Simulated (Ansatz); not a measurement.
Two shapes of triplet C₂H₄.

Shape 1:

```xyz
6

C     0.0261    0.0086   -0.6816
C     0.0386   -0.0100    0.7535
H    -0.0206   -0.9539   -1.2624
H    -0.0159    0.9232   -1.2561
H    -0.9154   -0.0433    1.2846
H     0.9649   -0.0379    1.2993
```

Shape 2:

```xyz
6

C     0.0000    0.0000   -0.7812
C     0.0000    0.0000    0.7812
H     0.0000   -1.0071   -1.4068
H     0.0000    1.0071   -1.4068
H    -1.0071    0.0000    1.4068
H     1.0071    0.0000    1.4068
```

Basis set: cc-pVDZ (spherical functions). Frozen core: 2 orbitals. Charge 0, multiplicity 3.

Computed with Ansatz (development build ahead of 0.2.0); each method stands on the lowest determinant of its kind that the runs found.

(1) Which shape is lower in energy, and by how much in each method?

## Answers

(1)

```csv
method,E(2) − E(1) (eV)
UHF,0.743
UHF-MP2,0.617
```

Shape 1 is lower. Caution: another spin multiplicity may lie lower.
